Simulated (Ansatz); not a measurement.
C$_{3}$H$_{4}$ClF (`C/C(Cl)=C/F`), relaxed with RKS PBE0-D4/def2-TZVP in the Gaussian-basis code of Ansatz from a PBE-D4/def2-SVP geometry. The force threshold is 0.005 eV/Å; the program also tests the step.

Charge 0, multiplicity 1.

Start:

```xyz
9

C    -0.040    0.936   -0.716
C    -0.339   -0.322    0.033
Cl   -1.867   -1.090   -0.322
C     0.484   -0.880    0.943
F     0.198   -2.007    1.603
H    -0.812    1.708   -0.518
H    -0.031    0.752   -1.811
H     0.947    1.344   -0.421
H     1.460   -0.441    1.208
```

Q: How much energy does the relaxation release, and in how many steps? (Best estimate.)

A: Computed: 1.14 kcal/mol, in 5 steps.

Q: Which bonds change most? (An estimate is asked.)

A: Computed: C2–C4 from 1.348 to 1.324 Å; C2–Cl3 from 1.746 to 1.723 Å; C4–H9 from 1.103 to 1.083 Å; C1–H7 from 1.110 to 1.093 Å.

Q: Give the relaxed structure. (Best estimate.)

A: Computed: 
```xyz
9

C    -0.038    0.926   -0.708
C    -0.341   -0.324    0.034
Cl   -1.849   -1.078   -0.320
C     0.477   -0.862    0.926
F     0.202   -1.982    1.587
H    -0.797    1.686   -0.509
H    -0.026    0.743   -1.785
H     0.936    1.320   -0.410
H     1.436   -0.429    1.185
```
